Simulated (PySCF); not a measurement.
PySCF input (B3PW91/6-31G* (5d)):

```python
from pyscf import gto, dft

mol = gto.M(
    atom='''
    O     0.00087921    0.00996717    0.66372784
    C    -0.00069266   -0.00785239   -0.52290140
    H     0.00580988    0.95150323   -1.10075038
    H    -0.00868758   -0.98412628   -1.07166392
    ''',
    basis='6-31g*',
    charge=1,
    spin=1,
    verbose=4,
)

mf = dft.UKS(mol, xc='b3pw91')
mf.grids.level = 3
mf.conv_tol = 1e-9
mf.max_cycle = 100
mf.max_memory = 1500
mf.kernel()
if not mf.converged:
    mf = mf.newton()
    mf.kernel(mf.make_rdm1())
mo, _, stable, _ = mf.stability(return_status=True)
if not stable:
    mf.kernel(mf.make_rdm1(mo, mf.mo_occ))
    stable = mf.stability(return_status=True)[2]
mf.dip_moment()
```

From the last part of the output:

```
  HOMO = -0.695366203028  LUMO = -0.51771617489  gap/eV = 4.83410
cycle= 7 E= -114.058093683779  delta_E= -8.37e-06  |g|= 0.000641  |ddm|= 0.00487
  alpha nocc = 8  HOMO = -0.695295633706698  LUMO = -0.385601371612147
  beta  nocc = 7  HOMO = -0.780549716952864  LUMO = -0.517627218277754
  HOMO = -0.695295633707  LUMO = -0.517627218278  gap/eV = 4.83460
cycle= 8 E= -114.058094950835  delta_E= -1.27e-06  |g|= 0.000151  |ddm|= 0.00217
  alpha nocc = 8  HOMO = -0.695313894159907  LUMO = -0.385625723795735
  beta  nocc = 7  HOMO = -0.780488422318348  LUMO = -0.517630673370265
  HOMO = -0.69531389416  LUMO = -0.51763067337  gap/eV = 4.83501
cycle= 9 E= -114.058095015672  delta_E= -6.48e-08  |g|= 3.65e-05  |ddm|= 0.000516
  alpha nocc = 8  HOMO = -0.6953168528741  LUMO = -0.385629787686675
  beta  nocc = 7  HOMO = -0.780486249342993  LUMO = -0.51762692290243
  HOMO = -0.695316852874  LUMO = -0.517626922902  gap/eV = 4.83519
cycle= 10 E= -114.058095017839  delta_E= -2.17e-09  |g|= 1.33e-05  |ddm|= 9.15e-05
  alpha nocc = 8  HOMO = -0.695316368838333  LUMO = -0.38563143597193
  beta  nocc = 7  HOMO = -0.780485465383665  LUMO = -0.517627521208237
  HOMO = -0.695316368838  LUMO = -0.517627521208  gap/eV = 4.83516
cycle= 11 E= -114.058095017957  delta_E= -1.18e-10  |g|= 4.52e-06  |ddm|= 2.07e-05
  alpha nocc = 8  HOMO = -0.695317160868009  LUMO = -0.385631187789548
  beta  nocc = 7  HOMO = -0.780486416926654  LUMO = -0.517628144649535
  HOMO = -0.695317160868  LUMO = -0.51762814465  gap/eV = 4.83516
Extra cycle  E= -114.058095017933  delta_E= 2.36e-11  |g|= 9.12e-06  |ddm|= 7.7e-06
converged SCF energy = -114.058095017933  <S^2> = 0.75814798  2S+1 = 2.0081315
uhf_internal: lowest eigs of H = [0.2673314  0.36194452 0.38865136]
<class 'pyscf.dft.uks.UKS'> wavefunction is stable in the internal stability analysis

WARN: System has nonzero charge 1; the dipole moment is origin-dependent.
Location of origin: [0. 0. 0.]

Dipole moment(X, Y, Z, Debye): -0.00414, -0.04690, -3.12298
```

The dipole moment of an ion depends on the origin.
